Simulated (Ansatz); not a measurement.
Compare A (`C=C=NC`) with its isomer B (`CCC#N`).

Gas-phase electronic energies from Ansatz, PBE0-D4/def2-TZVP geometries. CBS: MP2 limit from def2 TZ/QZ plus the TZ coupled-cluster correction, frozen cores. DFT in def2-TZVPP. B3LYP here is the variant with VWN-RPA as its local correlation; programs differ in this.

**Question.** Which is lower in electronic energy at CCSD(T)/CBS, and by how much? (An estimate is asked.)

**Answer.** Computed: B, by 136.9 kJ/mol.

**Question.** Give E(B) − E(A) in kJ/mol with CCSD/def2-TZVPP, B3LYP-D4, BLYP-D4, B2PLYP, CCSD(T)/def2-SVP, PBE-D4, ωB97M-V. (Estimate.)

**Answer.** The calculation gave: CCSD/def2-TZVPP -144.2, B3LYP-D4 -111.5, BLYP-D4 -103.2, B2PLYP -127.2, CCSD(T)/def2-SVP -148.0, PBE-D4 -101.4, ωB97M-V -126.9. None reverses the order clearly.

**Question.** Does the order hold for the free energy at 298.15 K (harmonic terms from PBE0-D4)? (An estimate is asked.)

**Answer.** The calculation gave: Yes: G(B) − G(A) = -131.4 kJ/mol.

Largest T1 diagnostic: 0.014.

From BLYP to BHLYP (50 % exact exchange), in def2-TZVPP and without D4, E(B) − E(A) moves by −20.8 kJ/mol. Leaving LDA and LC-ωPBE aside and taking each functional with its dispersion term where it has one, the values, not all of them listed here, spread over 31.3 kJ/mol, from PBE-QIDH to PBE-D4. LDA lies +13.9 kJ/mol from PBE without D4.
